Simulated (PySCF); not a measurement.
Gas-phase reaction: N2 + 3 H2 + 2 O = 2 NH2OH

Method: PySCF energies plus ideal-gas RRHO corrections (1 bar). The comparison is the NASA 1993 polynomial table, which mixes measured and estimated data. † marks an energy on the PBE0/def2-TZVP geometry and frequencies. MP2 freezes the core. Open shells (unrestricted): O (multiplicity 3); the rest are closed-shell singlets. Spin-orbit splitting is ignored; it lowers the true energy and changes the entropy of O. MP2 isn't extrapolated to the basis-set limit. The table's entry may be an old estimate for NH2OH (not checked at source).

MP2/def2-SVP† gives ΔH°(298 K) = -504.2 kJ.

Task: What does ωB97X-V/def2-TZVP† give, and where does the table lie?

Result: ωB97X-V/def2-TZVP†: -596.7 kJ. Table: -598.4 kJ.
